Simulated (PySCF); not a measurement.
# BO: from the state search to spectroscopic constants

One job finds the state of BO, follows it along the bond with each method and fits the curves.

The runs use PySCF 2.14.0; B pcseg-2, O pcseg-2, no relativity.

### Step 1. The job

Settings of the job:

```yaml
atoms: B, O
charge: 0
basis: B pcseg-2, O pcseg-2
Hamiltonian: no relativity
basis_functions: 60
electrons_treated: 13
masses_in_u: 11.0093, 15.9949
levels: PBE0, PBE, r²SCAN, M06, B3LYP, M06-L, ωB97X, HF, MP2, SCS-MP2, CCSD, CCSD(T)
grid: 80 radial by 434 angular points
occupations: held fixed by the projection of orbital angular momentum
dissociation_limit: B + O, each in its ground configuration
starting_distance_in_angstrom: 1.415
values_of_2S_to_try: 1, 3
```

The job searches for the state first and then visits each distance with every level. Its results follow level by level.

### Step 2. Search for the lowest state

At the starting distance of 1.415 Å the search finds these solutions (others can lie among them):

```tsv
2Ms+1	unpaired	term	E (eV)	⟨S²⟩	⟨Lz²⟩	μ (D)
2	σ ↑	²Σ⁺	0.00	0.77	0.00	-2.94
2	π ↑	²Π	1.70	0.75	1.01	0.79
4	σ ↑, π ↑↑	not assigned	4.22	3.75	2.01	-0.56
4	σ ↑, π ↑↑	not assigned	4.66	3.75	2.00	-0.68
2	σ ↑, π ↑↓	not assigned	4.86	1.75	2.01	-0.75
4	σ ↑↑, π ↑	⁴Π	6.98	3.76	1.00	-0.34
4	σ ↑↑, π ↑	⁴Π	9.15	3.75	1.02	-3.07
```

A term symbol stands only where ⟨S²⟩ and ⟨Lz²⟩ are near those of a pure state. A positive dipole means B(−)O(+).

The most promising solutions are followed along the bond (rough minima from three points):

```tsv
2Ms+1	unpaired	R at minimum (Å)	energy at minimum (eV)
2	σ ↑	1.20	0.00
4	σ ↑, π ↑↑	1.40	5.57
```

The search made 7 SCF attempts at the starting distance; with the short scans it took 7.3 s of wall time (1 thread, shared host).

### Step 3. First curve: PBE0

State followed: ²Σ⁺ (doublet), unpaired electrons σ ↑. The scan is laid around 1.201 Å.

Log of the SCF at 1.201 Å:

```text
******** <class 'pyscf.dft.uks_symm.SymAdaptedUKS'> ********
method = SymAdaptedUKS
initial guess = minao
damping factor = 0
level_shift factor = 0
DIIS = <class 'pyscf.scf.diis.CDIIS'>
diis_start_cycle = 1
diis_space = 10
diis_damp = 0
SCF conv_tol = 1e-09
SCF conv_tol_grad = None
SCF max_cycles = 60
direct_scf = False
max_memory 909 MB (current use 333 MB)
number electrons alpha = 7  beta = 6
XC library pyscf.dft.libxc version 7.0.0
    S. Lehtola, C. Steigemann, M. J.T. Oliveira, and M. A.L. Marques.,  SoftwareX 7, 1–5 (2018)
XC functionals = PBE0
    C. Adamo and V. Barone.,  J. Chem. Phys. 110, 6158 (1999)
    M. Ernzerhof and G. E. Scuseria.,  J. Chem. Phys. 110, 5029 (1999)
small_rho_cutoff = 0
Overwritten attributes  get_hcore get_jk get_k get_j get_occ  of <class 'pyscf.dft.uks_symm.SymAdaptedUKS'>
Set gradient conv threshold to 3.16228e-05
init E= -99.9588290735972
cycle= 1 E= -99.9468799456714  delta_E= 0.0119  |g|= 0.00909  |ddm|= 0.016
cycle= 2 E= -99.9467788174997  delta_E= 0.000101  |g|= 0.0194  |ddm|= 0.012
cycle= 3 E= -99.9469174712213  delta_E= -0.000139  |g|= 0.00128  |ddm|= 0.00832
cycle= 4 E= -99.9469180469465  delta_E= -5.76e-07  |g|= 0.000481  |ddm|= 0.00102
cycle= 5 E= -99.946918160241  delta_E= -1.13e-07  |g|= 6.36e-05  |ddm|= 0.000351
cycle= 6 E= -99.9469181653358  delta_E= -5.09e-09  |g|= 1.29e-05  |ddm|= 0.000102
cycle= 7 E= -99.94691816575  delta_E= -4.14e-10  |g|= 5.74e-06  |ddm|= 2.66e-05
Extra cycle  E= -99.9469181658255  delta_E= -7.55e-11  |g|= 3.63e-06  |ddm|= 8.83e-06
converged SCF energy = -99.9469181658255  <S^2> = 0.76202418  2S+1 = 2.0119882
```

The curve and what changes along it:

```tsv
R (Å)	E (eV)	μ (D)	Mulliken charge of B (e)	Mayer bond order	⟨S²⟩	HOMO (eV)	LUMO (eV)
1.0329	1.8046	-1.90	0.06	2.52	0.76	-9.54	-3.88
1.0809	0.8144	-2.05	0.15	2.48	0.76	-9.66	-4.02
1.1289	0.2563	-2.19	0.23	2.44	0.76	-9.77	-4.16
1.1650	0.0550	-2.30	0.28	2.40	0.76	-9.84	-4.27
1.2010	0.0000	-2.40	0.33	2.37	0.76	-9.90	-4.38
1.2370	0.0607	-2.50	0.36	2.34	0.76	-9.96	-4.48
1.2851	0.2807	-2.63	0.40	2.30	0.77	-10.02	-4.62
1.3451	0.7146	-2.78	0.44	2.26	0.77	-9.89	-4.79
1.4172	1.3826	-2.94	0.46	2.21	0.77	-9.58	-4.98
```

Constants from the curve: Re = 1.199 Å, ωe = 1940 cm⁻¹, ωexe = 11.1 cm⁻¹, αe = 0.0158 cm⁻¹, Be = 1.799 cm⁻¹, De = 8.50 eV, μ = -2.39 D.

Orbitals nearest the gap at 1.201 Å:

```tsv
spin	orbital	ε (eV)	filled	made of
α	σ	-28.10	yes	O s 74 %, B s 10 %, B p 10 %
β	σ	-28.08	yes	O s 76 %, B p 10 %, B s 10 %
α	σ	-12.73	yes	O p 59 %, B s 24 %, O s 15 %
β	σ	-12.33	yes	O p 67 %, O s 15 %, B s 14 %
β	π	-10.70	yes	O p 79 %, B p 19 %
β	π	-10.70	yes	O p 79 %, B p 19 %
α	π	-10.67	yes	O p 73 %, B p 26 %
α	π	-10.67	yes	O p 73 %, B p 26 %
α	σ	-9.90	yes	B s 48 %, B p 38 %, O p 11 %
β	σ	-4.38	no	B s 72 %, B p 27 %
α	π	-0.52	no	B p 83 %, O p 13 %
α	π	-0.52	no	B p 83 %, O p 13 %
β	π	0.58	no	B p 93 %
```

Polarisability there: 18.4 bohr³ along the bond, 13.2 across it. Without diffuse functions these come out too small, above all across the bond.

### Step 4. Higher solutions at PBE0

State 2: quartet, unpaired electrons σ ↑, π ↑↑, an excited solution.

The SCF at the reference distance, 1.201 Å, printed:

```text
[... 13 set-up lines left out, the same as in an earlier log ...]
max_memory 909 MB (current use 283 MB)
number electrons alpha = 8  beta = 5
[... 7 set-up lines left out, the same as in an earlier log ...]
init E= -99.7103244562205
cycle= 1 E= -99.7021575212289  delta_E= 0.00817  |g|= 0.00403  |ddm|= 0.0199
cycle= 2 E= -99.7021584549234  delta_E= -9.34e-07  |g|= 0.0044  |ddm|= 0.00471
cycle= 3 E= -99.7021653440712  delta_E= -6.89e-06  |g|= 0.000466  |ddm|= 0.00236
cycle= 4 E= -99.702165413002  delta_E= -6.89e-08  |g|= 0.000101  |ddm|= 0.00033
cycle= 5 E= -99.7021654190117  delta_E= -6.01e-09  |g|= 2.11e-05  |ddm|= 0.000116
cycle= 6 E= -99.7021654194181  delta_E= -4.06e-10  |g|= 4.96e-06  |ddm|= 3.28e-05
Extra cycle  E= -99.7021654194486  delta_E= -3.05e-11  |g|= 2.72e-06  |ddm|= 6.62e-06
converged SCF energy = -99.7021654194486  <S^2> = 3.7533884  2S+1 = 4.0016938
```

No constants are quoted: no minimum is bracketed among the points kept.

Energy (eV) from the lowest point of the lowest state:

```tsv
R (Å)	lowest	state 2
1.033	1.805	11.019
1.081	0.814	9.238
1.129	0.256	7.939
1.165	0.055	7.212
1.201	0.000	6.660
1.237	0.061	6.250
1.285	0.281	5.879
1.345	0.715	5.638
1.417	1.383	5.579
```

### Step 5. PBE

The SCF at the reference distance, 1.201 Å, printed:

```text
[... 17 set-up lines left out, the same as in an earlier log ...]
XC functionals = PBE
    J. P. Perdew, K. Burke, and M. Ernzerhof.,  Phys. Rev. Lett. 77, 3865 (1996)
    J. P. Perdew, K. Burke, and M. Ernzerhof.,  Phys. Rev. Lett. 78, 1396 (1997)
    J. P. Perdew, K. Burke, and M. Ernzerhof.,  Phys. Rev. Lett. 77, 3865 (1996)
    J. P. Perdew, K. Burke, and M. Ernzerhof.,  Phys. Rev. Lett. 78, 1396 (1997)
[... 2 set-up lines left out, the same as in an earlier log ...]
init E= -99.9488914701511
cycle= 1 E= -99.9487487258267  delta_E= 0.000143  |g|= 0.0582  |ddm|= 0.0812
cycle= 2 E= -99.9346230775379  delta_E= 0.0141  |g|= 0.199  |ddm|= 0.125
cycle= 3 E= -99.9502556714997  delta_E= -0.0156  |g|= 0.0111  |ddm|= 0.0855
cycle= 4 E= -99.9503199654425  delta_E= -6.43e-05  |g|= 0.000806  |ddm|= 0.00828
cycle= 5 E= -99.9503204153955  delta_E= -4.5e-07  |g|= 0.000251  |ddm|= 0.000825
cycle= 6 E= -99.9503205166727  delta_E= -1.01e-07  |g|= 5.9e-05  |ddm|= 0.00047
cycle= 7 E= -99.950320522087  delta_E= -5.41e-09  |g|= 2.46e-05  |ddm|= 0.000132
cycle= 8 E= -99.9503205223439  delta_E= -2.57e-10  |g|= 1.62e-06  |ddm|= 1.44e-05
Extra cycle  E= -99.9503205223335  delta_E= 1.04e-11  |g|= 5.43e-06  |ddm|= 3.09e-06
converged SCF energy = -99.9503205223335  <S^2> = 0.75936058  2S+1 = 2.0093388
```

Re = 1.213 Å, ωe = 1851 cm⁻¹, ωexe = 11.3 cm⁻¹, αe = 0.0163 cm⁻¹, Be = 1.758 cm⁻¹, De = 9.01 eV, μ = -2.19 D. 5.3 s of CPU time for 9 points, integrals apart.

### Step 6. r²SCAN

Output of the SCF at 1.201 Å:

```text
[... 17 set-up lines left out, the same as in an earlier log ...]
XC functionals = R2SCAN
    J. W. Furness, A. D. Kaplan, J. Ning, J. P. Perdew, and J. Sun.,  J. Phys. Chem. Lett. 11, 8208-8215 (2020)
    J. W. Furness, A. D. Kaplan, J. Ning, J. P. Perdew, and J. Sun.,  J. Phys. Chem. Lett. 11, 9248-9248 (2020)
    J. W. Furness, A. D. Kaplan, J. Ning, J. P. Perdew, and J. Sun.,  J. Phys. Chem. Lett. 11, 8208-8215 (2020)
    J. W. Furness, A. D. Kaplan, J. Ning, J. P. Perdew, and J. Sun.,  J. Phys. Chem. Lett. 11, 9248-9248 (2020)
[... 2 set-up lines left out, the same as in an earlier log ...]
init E= -100.014307354377
cycle= 1 E= -100.014715373381  delta_E= -0.000408  |g|= 0.00533  |ddm|= 0.057
cycle= 2 E= -100.014697391667  delta_E= 1.8e-05  |g|= 0.00879  |ddm|= 0.0072
cycle= 3 E= -100.014720811536  delta_E= -2.34e-05  |g|= 0.00342  |ddm|= 0.00542
cycle= 4 E= -100.014726070414  delta_E= -5.26e-06  |g|= 0.000477  |ddm|= 0.00214
cycle= 5 E= -100.014726279675  delta_E= -2.09e-07  |g|= 9.73e-05  |ddm|= 0.000552
cycle= 6 E= -100.014726306062  delta_E= -2.64e-08  |g|= 4.06e-05  |ddm|= 0.000263
cycle= 7 E= -100.01472630866  delta_E= -2.6e-09  |g|= 1.05e-05  |ddm|= 9.44e-05
cycle= 8 E= -100.014726308732  delta_E= -7.22e-11  |g|= 1.38e-06  |ddm|= 1.44e-05
Extra cycle  E= -100.014726308727  delta_E= 4.63e-12  |g|= 3.66e-06  |ddm|= 2.66e-06
converged SCF energy = -100.014726308727  <S^2> = 0.76633561  2S+1 = 2.0162694
```

Re = 1.204 Å, ωe = 1903 cm⁻¹, ωexe = 11.0 cm⁻¹, αe = 0.0162 cm⁻¹, Be = 1.784 cm⁻¹, De = 8.77 eV, μ = -2.34 D. 7.8 s of CPU time for 9 points, integrals apart.

### Step 7. M06 (hybrid meta-GGA)

Log of the SCF at 1.201 Å:

```text
[... 13 set-up lines left out, the same as in an earlier log ...]
max_memory 909 MB (current use 294 MB)
[... 3 set-up lines left out, the same as in an earlier log ...]
XC functionals = M06
    Y. Zhao and D. G. Truhlar.,  Theor. Chem. Acc. 120, 215 (2008)
    Y. Zhao and D. G. Truhlar.,  Theor. Chem. Acc. 120, 215 (2008)
[... 2 set-up lines left out, the same as in an earlier log ...]
init E= -100.011186980312
cycle= 1 E= -100.012549748372  delta_E= -0.00136  |g|= 0.0524  |ddm|= 0.207
cycle= 2 E= -99.9696868582944  delta_E= 0.0429  |g|= 0.278  |ddm|= 0.827
cycle= 3 E= -100.009504248625  delta_E= -0.0398  |g|= 0.0992  |ddm|= 0.558
cycle= 4 E= -100.007929493846  delta_E= 0.00157  |g|= 0.109  |ddm|= 0.0426
cycle= 5 E= -100.01405362026  delta_E= -0.00612  |g|= 0.0328  |ddm|= 0.28
cycle= 6 E= -100.01439273284  delta_E= -0.000339  |g|= 0.0172  |ddm|= 0.019
cycle= 7 E= -100.014472602969  delta_E= -7.99e-05  |g|= 0.00674  |ddm|= 0.0202
cycle= 8 E= -100.014238328223  delta_E= 0.000234  |g|= 0.0297  |ddm|= 0.0318
cycle= 9 E= -100.014476472031  delta_E= -0.000238  |g|= 0.00485  |ddm|= 0.0203
cycle= 10 E= -100.014476992044  delta_E= -5.2e-07  |g|= 0.00566  |ddm|= 0.0125
cycle= 11 E= -100.014484892962  delta_E= -7.9e-06  |g|= 0.00103  |ddm|= 0.00451
cycle= 12 E= -100.014484919791  delta_E= -2.68e-08  |g|= 0.00105  |ddm|= 0.000255
cycle= 13 E= -100.014485227926  delta_E= -3.08e-07  |g|= 5.3e-05  |ddm|= 0.000921
cycle= 14 E= -100.014485227904  delta_E= 2.18e-11  |g|= 5.5e-05  |ddm|= 4.39e-05
cycle= 15 E= -100.014485228829  delta_E= -9.25e-10  |g|= 1.27e-05  |ddm|= 9e-05
Extra cycle  E= -100.014485227604  delta_E= 1.22e-09  |g|= 6.93e-05  |ddm|= 7.93e-05
converged SCF energy = -100.014485227604  <S^2> = 0.75570908  2S+1 = 2.005701
```

Re = 1.198 Å, ωe = 1951 cm⁻¹, ωexe = 9.76 cm⁻¹, αe = 0.0148 cm⁻¹, Be = 1.802 cm⁻¹, De = 8.51 eV, μ = -2.31 D. 13 s of CPU time for 9 points, integrals apart.

[end of part 1 of 2]
